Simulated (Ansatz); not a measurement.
A trace of molecular dynamics of ClH$_{6}$NSi (9 atoms, charge 0, multiplicity 1).

The calculation used UKS PBE-D4/def2-SVP (Ansatz).

- ensemble: NVE (velocity Verlet)
- starting velocities drawn for: 300 K
- seed: 6332

```csv
time (fs),T (K),potential energy less start (eV),conserved less start (meV/atom)
0.0,300,0.000,0.00
4.0,182,0.108,0.06
8.0,137,0.148,0.07
12.0,221,0.072,0.08
16.0,404,-0.093,0.05
20.0,501,-0.182,-0.01
24.0,520,-0.198,0.09
28.0,851,-0.499,-0.04
32.0,802,-0.453,0.06
36.0,1018,-0.649,0.03
40.0,951,-0.588,0.08
44.0,1158,-0.777,-0.13
48.0,972,-0.607,0.08
52.0,1035,-0.665,0.06
56.0,1172,-0.790,-0.11
60.0,1148,-0.768,-0.06
64.0,1075,-0.700,0.08
68.0,1047,-0.675,0.08
72.0,1180,-0.797,-0.13
76.0,1031,-0.661,-0.01
80.0,1022,-0.653,0.02
84.0,960,-0.597,0.07
88.0,1178,-0.795,-0.11
92.0,1059,-0.686,0.04
96.0,1064,-0.691,0.02
100.0,910,-0.551,0.10
```

Problem. Can this run be trusted? Judge the integration.

Solution. The conserved energy stayed within 0.2 meV per atom of its start (net change 0.1 meV per atom), so the integration is sound. The system heated up, since it started high on the potential surface and ran downhill. A run of 0.1 ps of so small a system gives no equilibrium averages. The orbitals stay closed-shell, which can raise the energy where a bond breaks towards radicals; this wasn't checked here. The time step was 0.5 fs.

The run took 5.6 min on 2 threads of Arm Neoverse V2 (shared host), peak memory 0.13 GiB.
